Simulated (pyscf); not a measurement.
Structures and frequencies: ωB97X-D3(BJ)/def2-SVP in PySCF.

Task: How much does it cost (ΔH, 298 K, ωB97M-D3(BJ)/def2-TZVP) to split HO–Zn–O–SiH₃ at its O–Si bond into •O–Zn–OH + SiH₃•?

Result: O–Si to •O–Zn–OH + SiH₃•: 126.2 kcal/mol. The 7 functionals that were run give +118.5 (PBE) to +127.6 kcal/mol (M06-2X). The radicals are drawn with the spin at the cut bond; how far it spreads was not checked. Other isomers of •O–Zn–OH were not searched in full and may lie lower. Elements up to Kr have no core potential and no relativistic terms here.
